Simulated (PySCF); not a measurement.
**C3H6O**

The system: C3H6O, a carbene (divalent C1, bonded to 1 C + 1 O); neutral, singlet. The structure, one conformer, was relaxed in the gas phase by PBE0-D3(BJ)/def2-SVP. No frequency run checks that it is a minimum.

The strong deshielding of the divalent centre rests on a low-lying excitation, and density functionals tend to overstate it.

SMILES: C[C]OC

```
atom   x (Å)   y (Å)   z (Å)
  C1   0.649  -0.696  -1.134
  C2   1.345  -0.262   0.118
  O3  -0.619  -0.418  -1.181
  C4  -1.375   0.240  -0.145
  H5   2.260  -0.854   0.254
  H6   1.681   0.775  -0.087
  H7   0.766  -0.245   1.059
  H8  -1.429  -0.382   0.760
  H9  -2.382   0.378  -0.555
 H10  -0.938   1.218   0.102
```

Shieldings: GIAO PBE0/pcSseg-2. Shifts are against computed references at the same level: C TMS (σ 184.1 ppm), H TMS (σ 31.24 ppm). Core levels by delta-SCF with SCAN, pcX-2 on the ionised atom and pcseg-1 elsewhere, spin-free X2C; from the vacuum level, for chosen atoms.

Q: Give the NMR and core-level values of the distinct atoms.

A: 
```json
{"atoms": "C1", "bonded to": "1 C + 1 O", "σ (ppm)": "-331.6", "δ (ppm)": "515.8", "core level (eV)": "-"}
{"atoms": "C2", "bonded to": "1 C + 3 H", "σ (ppm)": "141.0", "δ (ppm)": "43.1", "core level (eV)": "1s 290.94"}
{"atoms": "O3", "bonded to": "2 C", "σ (ppm)": "-89.0", "δ (ppm)": "-", "core level (eV)": "1s 539.96"}
{"atoms": "C4", "bonded to": "1 O + 3 H", "σ (ppm)": "128.7", "δ (ppm)": "55.4", "core level (eV)": "1s 292.36"}
{"atoms": "H5 H6 H7", "bonded to": "1 C", "σ (ppm)": "28.28", "δ (ppm)": "2.97", "core level (eV)": "-"}
{"atoms": "H8 H9 H10", "bonded to": "1 C", "σ (ppm)": "27.09", "δ (ppm)": "4.15", "core level (eV)": "-"}
```

Values are those of this one static structure, with the three H of a rotating XH3 group averaged; atoms that internal rotation interchanges would show their mean in an NMR spectrum. The mean hides a wide spread in H5 H6 H7 (σ from 26.1 to 30.0 ppm).

The core-hole state of C4 is spin-contaminated (⟨S²⟩ 0.81 against 0.75 for a pure doublet), so that value and differences from it are less sure.

Core levels of C1 are left out, their hole states being strongly spin-contaminated.

Q: Which of C2, C4 holds its core electrons tightest, and by how much against the loosest?

A: C4 (bonded to 1 O + 3 H), by 1.42 eV over C2 (bonded to 1 C + 3 H).

Q: By CAM-B3LYP/def2-SVPD (TDDFT singlets, Tamm-Dancoff triplets, ionisation by delta-SCF), where does absorption start, and what does vertical ionisation take?

A: The lowest singlet lies at 2.89 eV (f 0.006), the strongest of the first 6 at 7.33 eV (f 0.115), the lowest triplet at 1.42 eV; vertical ionisation takes 8.13 eV.
